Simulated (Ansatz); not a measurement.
Consider the isomerisation: `CO/C(C)=C\F` → `CC(C)(F)C=O`.

Isolated molecules relaxed with PBE0-D4/def2-TZVP in Ansatz; ΔE leaves out vibrations. CCSD(T)/CBS is the MP2 limit (def2-TZVPP, def2-QZVPP) plus CCSD(T) − MP2 in def2-TZVPP, frozen cores. DFT in def2-TZVPP. B3LYP here is the variant with VWN-RPA as its local correlation; programs differ in this. One conformer a species, not always the lowest.

`CO/C(C)=C\F`:

Cartesian coordinates in Å:
```
C 1.308 -1.090 -0.982
O 0.309 -0.087 -0.992
C -0.302 0.264 0.158
C -1.301 1.344 -0.076
C -0.121 -0.218 1.387
F 0.749 -1.194 1.718
H 1.645 -1.179 -2.014
H 0.907 -2.048 -0.644
H 2.149 -0.807 -0.346
H -1.799 1.630 0.849
H -2.055 1.010 -0.794
H -0.810 2.225 -0.499
H -0.680 0.152 2.234
```

`CC(C)(F)C=O`:

```xyz
13

C     1.088   -0.797   -0.393
C    -0.040   -0.115    0.351
C    -1.336   -0.083   -0.429
F    -0.260   -0.804    1.543
C     0.371    1.294    0.743
O     0.625    2.151   -0.054
H     1.330   -0.228   -1.292
H     0.788   -1.807   -0.675
H     1.980   -0.857    0.233
H    -1.208    0.523   -1.327
H    -2.136    0.352    0.174
H    -1.622   -1.096   -0.714
H     0.419    1.468    1.839
```

CCSD(T)/CBS gives -25.1 kcal/mol.

Another level gave -26.5 kcal/mol. Which?
A. B3LYP/def2-TZVPP
B. CCSD(T)/def2-TZVPP
C. PBE0-D4/def2-TZVPP
D. MP2/def2-TZVPP

D. MP2/def2-TZVPP -26.5, PBE0-D4 -23.1, CCSD(T)/def2-TZVPP -25.4, B3LYP -22.1 kcal/mol.

Largest T1 diagnostic among the species: 0.013.

From PBE to PBE0 (25 % exact exchange), in def2-TZVPP and without D4, ΔE moves by −1.0 kcal/mol.
